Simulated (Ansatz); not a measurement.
`NC(N)(O)F`, one more setting.

```yaml
crystal:
  periodic: [false, false, false]
  atoms:
    - {symbol: N, position_ang: [-0.867144, -0.791374, -0.599530]}
    - {symbol: C, position_ang: [-0.062185, 0.291198, -0.142526]}
    - {symbol: N, position_ang: [0.258744, 0.079604, 1.219941]}
    - {symbol: O, position_ang: [1.106209, 0.548806, -0.862007]}
    - {symbol: F, position_ang: [-0.809027, 1.430363, -0.355652]}
    - {symbol: H, position_ang: [-1.096576, -0.654949, -1.575386]}
    - {symbol: H, position_ang: [-0.371283, -1.665823, -0.491740]}
    - {symbol: H, position_ang: [-0.578586, -0.111839, 1.753246]}
    - {symbol: H, position_ang: [0.731719, 0.890048, 1.597592]}
    - {symbol: H, position_ang: [1.771228, -0.067133, -0.540937]}
basis:
  gaussian: {orbitals: aug-cc-pVDZ}
total_charge: -1
magnetization: {spin_polarized: true, initial_magnetization: 1}
hamiltonian: {xc: {name: BHLYP}, dispersion: d3bjatm}
output: {forces: true}
```

```sh
$ ansatz run in.yaml --threads 4 --pin off --events-out ev --progress --plain --max-ram 10444MiB
```

Output, abridged:

```
Functional definition: BHLYP
1543 factors; integrals over basis functions are off by at most 7.6e-4 eV
mean field evaluation 1: about -8854.1132 eV, gradient 3.6e1 eV
mean field evaluation 2: about -8854.5524 eV, gradient 3.5e1 eV
mean field evaluation 4: about -8859.1327 eV, gradient 1.5e0 eV
mean field evaluation 8: about -8859.2341 eV, gradient 1.4e-1 eV
mean field evaluation 16: about -8859.2363 eV, gradient 1.1e-2 eV
mean field evaluation 32: about -8859.2363 eV, gradient 5.6e-5 eV
mean field -8859.23626877 eV, -325.5709278712 hartree, gradient 2.4e-5 eV, S^2 0.750072; 7 other end points of the search recorded, 0 dependent functions left out
reference -8859.23639550 eV, -325.5709325286 hartree; 22, 21 occupied and 138, 139 virtual orbitals, 1543 factors
Total energy: -8859.43786837 eV, -325.5783365198 hartree
Atom 0 at    -0.867144    -0.791374    -0.599530 Å, force    -0.045242     0.082233    -0.107340 eV/Å
Atom 1 at    -0.062185     0.291198    -0.142526 Å, force     0.350150    -0.386535     0.043246 eV/Å
Atom 2 at     0.258744     0.079604     1.219941 Å, force    -0.169668     0.233089     0.006583 eV/Å
Atom 3 at     1.106209     0.548806    -0.862007 Å, force    -0.108961    -0.122699     0.184675 eV/Å
Atom 4 at    -0.809027     1.430363    -0.355652 Å, force    -0.187020     0.287962    -0.036287 eV/Å
Atom 5 at    -1.096576    -0.654949    -1.575386 Å, force     0.102164    -0.075171     0.115864 eV/Å
Atom 6 at    -0.371283    -1.665823    -0.491740 Å, force     0.001150     0.049875    -0.044905 eV/Å
Atom 7 at    -0.578586    -0.111839     1.753246 Å, force     0.121960     0.002886    -0.031615 eV/Å
Atom 8 at     0.731719     0.890048     1.597592 Å, force    -0.007502    -0.126932     0.001108 eV/Å
Atom 9 at     1.771228    -0.067133    -0.540937 Å, force    -0.057031     0.055292    -0.131329 eV/Å
Dipole moment:    -0.601495     0.712281    -0.191271 e Å
```

Run time 12 s (4 threads of an Arm Neoverse V1 on a shared host); peak host memory 0.59 GiB.
